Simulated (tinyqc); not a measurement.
Inside a calculation (part 1 of 2). Method: UHF in the sto-6g basis, for CH2, spin multiplicity 3. Computed by tinyqc, a small Python program that keeps every step (integrals from PySCF). Settings: charge = 0, multiplicity = 3, basis = sto-6g, energy threshold = 1e-08, iteration cap = 80, orthogonalisation = symmetric, start = core, DIIS depth = 8, method = UHF. Command: `OMP_NUM_THREADS=1 python tinyqc.py 28757 28758 out.jsonl` (the two numbers bound the seeds that draw the settings). One thread of a shared host (Intel(R) Xeon(R) Processor @ 2.60GHz), about 0.1 s of CPU time with the checks. Later iterations appear only in the table of the cycle.

## One-electron integrals

Geometry (angstrom):
```
atom       x        y       z
C     0.0000   0.0000  0.0000
H     0.0000   1.0090  0.6780
H     0.0000  -1.0090  0.6780
```

Basis sto-6g: exponents (1/bohr^2) and contraction coefficients of normalised primitives:
```
element  l (shell)  exponent  coefficient
C            s (1)  742.7370       0.0092
C            s (1)  136.1800       0.0494
C            s (1)   38.0983       0.1685
C            s (1)   13.0878       0.3706
C            s (1)    5.0824       0.4165
C            s (1)    2.0932       0.1303
C            s (2)   30.4972      -0.0133
C            s (2)    6.0362      -0.0470
C            s (2)    1.8760      -0.0338
C            s (2)    0.7218       0.2502
C            s (2)    0.3135       0.5951
C            s (2)    0.1437       0.2407
C            p (3)   30.4972       0.0038
C            p (3)    6.0362       0.0377
C            p (3)    1.8760       0.1739
C            p (3)    0.7218       0.4180
C            p (3)    0.3135       0.4259
C            p (3)    0.1437       0.1017
H            s (1)   35.5232       0.0092
H            s (1)    6.5131       0.0494
H            s (1)    1.8221       0.1685
H            s (1)    0.6260       0.3706
H            s (1)    0.2431       0.4165
H            s (1)    0.1001       0.1303
```

Overlap, kinetic and nuclear-attraction integrals over the contracted functions; the nuclear repulsion is the sum of Za Zb / Rab.

nuclear repulsion = 5.485946 hartree

overlap S:
```
         1C 1s   1C 2s  1C 2px   1C 2py  1C 2pz   2H 1s    3H 1s
1C 1s   1.0000  0.2432  0.0000   0.0000  0.0000  0.0485   0.0485
1C 2s   0.2432  1.0000  0.0000   0.0000  0.0000  0.4217   0.4217
1C 2px  0.0000  0.0000  1.0000   0.0000  0.0000  0.0000   0.0000
1C 2py  0.0000  0.0000  0.0000   1.0000  0.0000  0.3500  -0.3500
1C 2pz  0.0000  0.0000  0.0000   0.0000  1.0000  0.2352   0.2352
2H 1s   0.0485  0.4217  0.0000   0.3500  0.2352  1.0000   0.1165
3H 1s   0.0485  0.4217  0.0000  -0.3500  0.2352  0.1165   1.0000
```

kinetic energy T (hartree):
```
          1C 1s    1C 2s  1C 2px   1C 2py  1C 2pz    2H 1s    3H 1s
1C 1s   16.0686  -0.4928  0.0000   0.0000  0.0000  -0.0094  -0.0094
1C 2s   -0.4928   0.4924  0.0000   0.0000  0.0000   0.0697   0.0697
1C 2px   0.0000   0.0000  1.4792   0.0000  0.0000   0.0000   0.0000
1C 2py   0.0000   0.0000  0.0000   1.4792  0.0000   0.1604  -0.1604
1C 2pz   0.0000   0.0000  0.0000   0.0000  1.4792   0.1078   0.1078
2H 1s   -0.0094   0.0697  0.0000   0.1604  0.1078   0.7685  -0.0117
3H 1s   -0.0094   0.0697  0.0000  -0.1604  0.1078  -0.0117   0.7685
```

nuclear attraction V (hartree):
```
           1C 1s    1C 2s   1C 2px   1C 2py   1C 2pz    2H 1s    3H 1s
1C 1s   -34.8786  -3.8302   0.0000   0.0000  -0.0160  -0.8592  -0.8592
1C 2s    -3.8302  -6.0169   0.0000   0.0000  -0.1635  -2.1025  -2.1025
1C 2px    0.0000   0.0000  -5.9485   0.0000   0.0000   0.0000   0.0000
1C 2py    0.0000   0.0000   0.0000  -6.0895   0.0000  -1.6129   1.6129
1C 2pz   -0.0160  -0.1635   0.0000   0.0000  -6.0121  -1.1192  -1.1192
2H 1s    -0.8592  -2.1025   0.0000  -1.6129  -1.1192  -4.0798  -0.5174
3H 1s    -0.8592  -2.1025   0.0000   1.6129  -1.1192  -0.5174  -4.0798
```

core Hamiltonian H = T + V (hartree):
```
           1C 1s    1C 2s   1C 2px   1C 2py   1C 2pz    2H 1s    3H 1s
1C 1s   -18.8099  -4.3230   0.0000   0.0000  -0.0160  -0.8686  -0.8686
1C 2s    -4.3230  -5.5245   0.0000   0.0000  -0.1635  -2.0328  -2.0328
1C 2px    0.0000   0.0000  -4.4693   0.0000   0.0000   0.0000   0.0000
1C 2py    0.0000   0.0000   0.0000  -4.6102   0.0000  -1.4525   1.4525
1C 2pz   -0.0160  -0.1635   0.0000   0.0000  -4.5329  -1.0114  -1.0114
2H 1s    -0.8686  -2.0328   0.0000  -1.4525  -1.0114  -3.3113  -0.5292
3H 1s    -0.8686  -2.0328   0.0000   1.4525  -1.0114  -0.5292  -3.3113
```

## Two-electron integrals

Functions are numbered as in S; the eight-fold symmetry (ij|kl) = (ji|kl) = (kl|ij) leaves the list below.

Two-electron integrals (ij|kl) in chemists' order, unique and non-zero (hartree):
```
(11|11) 3.5437      (21|11) 0.5295      (21|21) 0.1003      (22|11) 0.8536
(22|21) 0.1999      (22|22) 0.6248      (31|31) 0.0213      (32|31) 0.0319
(32|32) 0.1381      (33|11) 0.8536      (33|21) 0.1999      (33|22) 0.6248
(33|33) 0.6732      (41|41) 0.0213      (42|41) 0.0319      (42|42) 0.1381
(43|43) 0.0363      (44|11) 0.8536      (44|21) 0.1999      (44|22) 0.6248
(44|33) 0.6007      (44|44) 0.6732      (51|51) 0.0213      (52|51) 0.0319
(52|52) 0.1381      (53|53) 0.0363      (54|54) 0.0363      (55|11) 0.8536
(55|21) 0.1999      (55|22) 0.6248      (55|33) 0.6007      (55|44) 0.6007
(55|55) 0.6732      (61|11) 0.1111      (61|21) 0.0203      (61|22) 0.0397
(61|33) 0.0396      (61|41) 0.0011      (61|42) 0.0021      (61|44) 0.0399
(61|51) 0.0007      (61|52) 0.0014      (61|54) 2.08e-04    (61|55) 0.0397
(61|61) 0.0042      (62|11) 0.2723      (62|21) 0.0648      (62|22) 0.2237
(62|33) 0.2183      (62|41) 0.0055      (62|42) 0.0369      (62|44) 0.2294
(62|51) 0.0037      (62|52) 0.0248      (62|54) 0.0075      (62|55) 0.2233
(62|61) 0.0135      (62|62) 0.1070      (63|31) 0.0069      (63|32) 0.0353
(63|43) 0.0071      (63|53) 0.0048      (63|63) 0.0128      (64|11) 0.1969
(64|21) 0.0475      (64|22) 0.1736      (64|33) 0.1649      (64|41) 0.0103
(64|42) 0.0615      (64|44) 0.1872      (64|51) 0.0023      (64|52) 0.0176
(64|54) 0.0102      (64|55) 0.1685      (64|61) 0.0104      (64|62) 0.0985
(64|64) 0.1018      (65|11) 0.1323      (65|21) 0.0319      (65|22) 0.1166
(65|33) 0.1108      (65|41) 0.0023      (65|42) 0.0176      (65|44) 0.1162
(65|51) 0.0084      (65|52) 0.0471      (65|54) 0.0107      (65|55) 0.1229
(65|61) 0.0070      (65|62) 0.0662      (65|64) 0.0598      (65|65) 0.0530
(66|11) 0.4293      (66|21) 0.1041      (66|22) 0.4083      (66|33) 0.3871
(66|41) 0.0108      (66|42) 0.0977      (66|44) 0.4310      (66|51) 0.0072
(66|52) 0.0657      (66|54) 0.0295      (66|55) 0.4069      (66|61) 0.0221
(66|62) 0.2509      (66|64) 0.2548      (66|65) 0.1712      (66|66) 0.7750
(71|11) 0.1111      (71|21) 0.0203      (71|22) 0.0397      (71|33) 0.0396
(71|41) -0.0011     (71|42) -0.0021     (71|44) 0.0399      (71|51) 0.0007
(71|52) 0.0014      (71|54) -2.08e-04   (71|55) 0.0397      (71|61) 0.0041
(71|62) 0.0127      (71|64) 0.0088      (71|65) 0.0065      (71|66) 0.0203
(71|71) 0.0042      (72|11) 0.2723      (72|21) 0.0648      (72|22) 0.2237
(72|33) 0.2183      (72|41) -0.0055     (72|42) -0.0369     (72|44) 0.2294
(72|51) 0.0037      (72|52) 0.0248      (72|54) -0.0075     (72|55) 0.2233
(72|61) 0.0127      (72|62) 0.0763      (72|64) 0.0507      (72|65) 0.0460
(72|66) 0.1390      (72|71) 0.0135      (72|72) 0.1070      (73|31) 0.0069
(73|32) 0.0353      (73|43) -0.0071     (73|53) 0.0048      (73|63) 0.0085
(73|73) 0.0128      (74|11) -0.1969     (74|21) -0.0475     (74|22) -0.1736
(74|33) -0.1649     (74|41) 0.0103      (74|42) 0.0615      (74|44) -0.1872
(74|51) -0.0023     (74|52) -0.0176     (74|54) 0.0102      (74|55) -0.1685
(74|61) -0.0088     (74|62) -0.0507     (74|64) -0.0263     (74|65) -0.0300
(74|66) -0.0863     (74|71) -0.0104     (74|72) -0.0985     (74|74) 0.1018
(75|11) 0.1323      (75|21) 0.0319      (75|22) 0.1166      (75|33) 0.1108
(75|41) -0.0023     (75|42) -0.0176     (75|44) 0.1162      (75|51) 0.0084
(75|52) 0.0471      (75|54) -0.0107     (75|55) 0.1229      (75|61) 0.0065
(75|62) 0.0460      (75|64) 0.0300      (75|65) 0.0356      (75|66) 0.0887
(75|71) 0.0070      (75|72) 0.0662      (75|74) -0.0598     (75|75) 0.0530
(76|11) 0.0649      (76|21) 0.0155      (76|22) 0.0560      (76|33) 0.0544
(76|44) 0.0559      (76|51) 0.0014      (76|52) 0.0104      (76|55) 0.0575
(76|61) 0.0032      (76|62) 0.0243      (76|64) 0.0194      (76|65) 0.0165
(76|66) 0.0539      (76|71) 0.0032      (76|72) 0.0243      (76|74) -0.0194
(76|75) 0.0165      (76|76) 0.0069      (77|11) 0.4293      (77|21) 0.1041
(77|22) 0.4083      (77|33) 0.3871      (77|41) -0.0108     (77|42) -0.0977
(77|44) 0.4310      (77|51) 0.0072      (77|52) 0.0657      (77|54) -0.0295
(77|55) 0.4069      (77|61) 0.0203      (77|62) 0.1390      (77|64) 0.0863
(77|65) 0.0887      (77|66) 0.2614      (77|71) 0.0221      (77|72) 0.2509
(77|74) -0.2548     (77|75) 0.1712      (77|76) 0.0539      (77|77) 0.7750
```

## Orthogonalisation

S = U s U^T; symmetric (Loewdin) form X = U s^(-1/2) U^T, so that X^T S X = 1.

eigenvalues of S: 0.3526  0.4433  0.8717  1.0000  1.0994  1.4402  1.7928

X:
```
          1C 1s    1C 2s  1C 2px   1C 2py   1C 2pz    2H 1s    3H 1s
1C 1s    1.0253  -0.1445  0.0000   0.0000  -0.0099   0.0218   0.0218
1C 2s   -0.1445   1.2114  0.0000   0.0000   0.1027  -0.2771  -0.2771
1C 2px   0.0000   0.0000  1.0000   0.0000   0.0000   0.0000   0.0000
1C 2py   0.0000   0.0000  0.0000   1.1285   0.0000  -0.2348   0.2348
1C 2pz  -0.0099   0.1027  0.0000   0.0000   1.0560  -0.1517  -0.1517
2H 1s    0.0218  -0.2771  0.0000  -0.2348  -0.1517   1.1848  -0.0219
3H 1s    0.0218  -0.2771  0.0000   0.2348  -0.1517  -0.0219   1.1848
```

## Starting guess

The start is the orbitals of the core Hamiltonian; D(s) = C_occ C_occ^T for each spin.

D(alpha) at the start:
```
          1C 1s    1C 2s  1C 2px   1C 2py   1C 2pz    2H 1s    3H 1s
1C 1s    1.0700  -0.3029  0.0000   0.0000  -0.0256   0.0406   0.0406
1C 2s   -0.3029   1.2991  0.0000   0.0000   0.1450  -0.1626  -0.1626
1C 2px   0.0000   0.0000  1.0000   0.0000   0.0000   0.0000   0.0000
1C 2py   0.0000   0.0000  0.0000   1.1839   0.0000  -0.1579   0.1579
1C 2pz  -0.0256   0.1450  0.0000   0.0000   1.0869  -0.1132  -0.1132
2H 1s    0.0406  -0.1626  0.0000  -0.1579  -0.1132   0.0499   0.0077
3H 1s    0.0406  -0.1626  0.0000   0.1579  -0.1132   0.0077   0.0499
```

D(beta) at the start:
```
          1C 1s    1C 2s  1C 2px   1C 2py   1C 2pz    2H 1s    3H 1s
1C 1s    1.0601  -0.2597  0.0000   0.0000  -0.1161   0.0437   0.0437
1C 2s   -0.2597   1.1113  0.0000   0.0000   0.5387  -0.1759  -0.1759
1C 2px   0.0000   0.0000  0.0000   0.0000   0.0000   0.0000   0.0000
1C 2py   0.0000   0.0000  0.0000   1.1839   0.0000  -0.1579   0.1579
1C 2pz  -0.1161   0.5387  0.0000   0.0000   0.2613  -0.0853  -0.0853
2H 1s    0.0437  -0.1759  0.0000  -0.1579  -0.0853   0.0489   0.0068
3H 1s    0.0437  -0.1759  0.0000   0.1579  -0.0853   0.0068   0.0489
```

## Iteration 1: building the Fock matrix

J_ij = sum D_kl (ij|kl) with D = D(alpha) + D(beta), K_ij = sum D_kl (ik|jl) for each spin; F = H + J - K(s); E = tr D H + tr D J / 2 - 0.5 sum_s tr D(s) K(s) + E_nn.

Coulomb J (hartree):
```
          1C 1s   1C 2s  1C 2px   1C 2py  1C 2pz   2H 1s    3H 1s
1C 1s   12.4372  2.2945  0.0000   0.0000  0.0247  0.4695   0.4695
1C 2s    2.2945  5.5271  0.0000   0.0000  0.1004  1.9224   1.9224
1C 2px   0.0000  0.0000  5.5040   0.0000  0.0000  0.0000   0.0000
1C 2py   0.0000  0.0000  0.0000   5.5647  0.0000  1.4631  -1.4631
1C 2pz   0.0247  0.1004  0.0000   0.0000  5.5125  1.0013   1.0013
2H 1s    0.4695  1.9224  0.0000   1.4631  1.0013  3.3540   0.4753
3H 1s    0.4695  1.9224  0.0000  -1.4631  1.0013  0.4753   3.3540
```

exchange K(alpha) (hartree):
```
         1C 1s    1C 2s  1C 2px   1C 2py   1C 2pz   2H 1s    3H 1s
1C 1s   3.6752   0.6293  0.0000   0.0000   0.0003  0.1380   0.1380
1C 2s   0.6293   1.0921  0.0000   0.0000  -0.0002  0.3309   0.3309
1C 2px  0.0000   0.0000  0.9113   0.0000   0.0000  0.0000   0.0000
1C 2py  0.0000   0.0000  0.0000   0.9042   0.0000  0.1927  -0.1927
1C 2pz  0.0003  -0.0002  0.0000   0.0000   0.9079  0.1282   0.1282
2H 1s   0.1380   0.3309  0.0000   0.1927   0.1282  0.1807   0.0784
3H 1s   0.1380   0.3309  0.0000  -0.1927   0.1282  0.0784   0.1807
```

exchange K(beta) (hartree):
```
         1C 1s   1C 2s  1C 2px   1C 2py  1C 2pz   2H 1s    3H 1s
1C 1s   3.6285  0.5688  0.0000   0.0000  0.0150  0.1257   0.1257
1C 2s   0.5688  0.7302  0.0000   0.0000  0.2906  0.2683   0.2683
1C 2px  0.0000  0.0000  0.1835   0.0000  0.0000  0.0000   0.0000
1C 2py  0.0000  0.0000  0.0000   0.8124  0.0000  0.1793  -0.1793
1C 2pz  0.0150  0.2906  0.0000   0.0000  0.3036  0.1324   0.1324
2H 1s   0.1257  0.2683  0.0000   0.1793  0.1324  0.1585   0.0635
3H 1s   0.1257  0.2683  0.0000  -0.1793  0.1324  0.0635   0.1585
```

F(alpha) (hartree):
```
           1C 1s    1C 2s  1C 2px   1C 2py   1C 2pz    2H 1s    3H 1s
1C 1s   -10.0480  -2.6578  0.0000   0.0000   0.0084  -0.5370  -0.5370
1C 2s    -2.6578  -1.0895  0.0000   0.0000  -0.0629  -0.4414  -0.4414
1C 2px    0.0000   0.0000  0.1234   0.0000   0.0000   0.0000   0.0000
1C 2py    0.0000   0.0000  0.0000   0.0503   0.0000  -0.1821   0.1821
1C 2pz    0.0084  -0.0629  0.0000   0.0000   0.0716  -0.1384  -0.1384
2H 1s    -0.5370  -0.4414  0.0000  -0.1821  -0.1384  -0.1380  -0.1323
3H 1s    -0.5370  -0.4414  0.0000   0.1821  -0.1384  -0.1323  -0.1380
```

F(beta) (hartree):
```
           1C 1s    1C 2s  1C 2px   1C 2py   1C 2pz    2H 1s    3H 1s
1C 1s   -10.0012  -2.5972  0.0000   0.0000  -0.0063  -0.5247  -0.5247
1C 2s    -2.5972  -0.7276  0.0000   0.0000  -0.3537  -0.3788  -0.3788
1C 2px    0.0000   0.0000  0.8513   0.0000   0.0000   0.0000   0.0000
1C 2py    0.0000   0.0000  0.0000   0.1421   0.0000  -0.1687   0.1687
1C 2pz   -0.0063  -0.3537  0.0000   0.0000   0.6759  -0.1426  -0.1426
2H 1s    -0.5247  -0.3788  0.0000  -0.1687  -0.1426  -0.1158  -0.1174
3H 1s    -0.5247  -0.3788  0.0000   0.1687  -0.1426  -0.1174  -0.1158
```

total energy of this density = -37.282622 hartree

## Iteration 1: diagonalisation and new density

Diagonalise F' = X^T F X, C = X C', fill 5 alpha and 3 beta electrons from the bottom; D(s) = C_occ C_occ^T. Each column has its largest component positive (the first on a tie).

F' = X^T F X (alpha) (hartree):
```
         1        2       3        4        5        6        7
1  -9.8407  -1.4228  0.0000   0.0000  -0.0067  -0.0735  -0.0735
2  -1.4228  -0.4125  0.0000   0.0000   0.0701  -0.3008  -0.3008
3   0.0000   0.0000  0.1234   0.0000   0.0000   0.0000   0.0000
4   0.0000   0.0000  0.0000   0.2565   0.0000  -0.2798   0.2798
5  -0.0067   0.0701  0.0000   0.0000   0.1595  -0.1806  -0.1806
6  -0.0735  -0.3008  0.0000  -0.2798  -0.1806   0.1651  -0.0386
7  -0.0735  -0.3008  0.0000   0.2798  -0.1806  -0.0386   0.1651
```

orbital energies (alpha) (hartree): MO1 -10.0534, MO2 -0.4870, MO3 -0.1665, MO4 0.0119, MO5 0.1234, MO6 0.5614, MO7 0.6267

coefficients C (alpha):
```
            MO1      MO2      MO3      MO4     MO5      MO6      MO7
1C 1s    0.9934  -0.2269   0.0000   0.1198  0.0000  -0.1433   0.0000
1C 2s    0.0284   0.7585   0.0000  -0.5680  0.0000   0.8682   0.0000
1C 2px   0.0000   0.0000   0.0000   0.0000  1.0000   0.0000   0.0000
1C 2py   0.0000   0.0000   0.5285   0.0000  0.0000   0.0000   1.0510
1C 2pz   0.0019   0.1091   0.0000   0.7567  0.0000   0.7663   0.0000
2H 1s   -0.0057   0.2380   0.4627   0.2903  0.0000  -0.7972  -0.7544
3H 1s   -0.0057   0.2380  -0.4627   0.2903  0.0000  -0.7972   0.7544
```

F' = X^T F X (beta) (hartree):
```
         1        2       3        4        5        6        7
1  -9.8021  -1.4102  0.0000   0.0000   0.0151  -0.0750  -0.0750
2  -1.4102  -0.0430  0.0000   0.0000  -0.2139  -0.2837  -0.2837
3   0.0000   0.0000  0.8513   0.0000   0.0000   0.0000   0.0000
4   0.0000   0.0000  0.0000   0.3600   0.0000  -0.2865   0.2865
5   0.0151  -0.2139  0.0000   0.0000   0.7749  -0.1976  -0.1976
6  -0.0750  -0.2837  0.0000  -0.2865  -0.1976   0.1714  -0.0379
7  -0.0750  -0.2837  0.0000   0.2865  -0.1976  -0.0379   0.1714
```

orbital energies (beta) (hartree): MO1 -10.0044, MO2 -0.3451, MO3 -0.1275, MO4 0.5246, MO5 0.6968, MO6 0.8513, MO7 0.8882

coefficients C (beta):
```
            MO1      MO2      MO3      MO4      MO5     MO6      MO7
1C 1s    0.9951  -0.1816   0.0000  -0.2227   0.0000  0.0000   0.0212
1C 2s    0.0215   0.5581   0.0000   1.1565   0.0000  0.0000   0.0550
1C 2px   0.0000   0.0000   0.0000   0.0000   0.0000  1.0000   0.0000
1C 2py   0.0000   0.0000   0.4660   0.0000   1.0801  0.0000   0.0000
1C 2pz   0.0032   0.2335   0.0000   0.1125   0.0000  0.0000   1.0510
2H 1s   -0.0046   0.3435   0.5061  -0.7343  -0.7259  0.0000  -0.3453
3H 1s   -0.0046   0.3435  -0.5061  -0.7343   0.7259  0.0000  -0.3453
```

D(alpha) after iteration 1:
```
          1C 1s    1C 2s  1C 2px   1C 2py   1C 2pz    2H 1s    3H 1s
1C 1s    1.0526  -0.2120  0.0000   0.0000   0.0678  -0.0249  -0.0249
1C 2s   -0.2120   0.8988  0.0000   0.0000  -0.3470   0.0155   0.0155
1C 2px   0.0000   0.0000  1.0000   0.0000   0.0000   0.0000   0.0000
1C 2py   0.0000   0.0000  0.0000   0.2793   0.0000   0.2445  -0.2445
1C 2pz   0.0678  -0.3470  0.0000   0.0000   0.5846   0.2456   0.2456
2H 1s   -0.0249   0.0155  0.0000   0.2445   0.2456   0.3551  -0.0731
3H 1s   -0.0249   0.0155  0.0000  -0.2445   0.2456  -0.0731   0.3551
```

D(beta) after iteration 1:
```
          1C 1s    1C 2s  1C 2px   1C 2py   1C 2pz    2H 1s    3H 1s
1C 1s    1.0231  -0.0800  0.0000   0.0000  -0.0392  -0.0669  -0.0669
1C 2s   -0.0800   0.3120  0.0000   0.0000   0.1304   0.1916   0.1916
1C 2px   0.0000   0.0000  0.0000   0.0000   0.0000   0.0000   0.0000
1C 2py   0.0000   0.0000  0.0000   0.2172   0.0000   0.2358  -0.2358
1C 2pz  -0.0392   0.1304  0.0000   0.0000   0.0545   0.0802   0.0802
2H 1s   -0.0669   0.1916  0.0000   0.2358   0.0802   0.3742  -0.1381
3H 1s   -0.0669   0.1916  0.0000  -0.2358   0.0802  -0.1381   0.3742
```
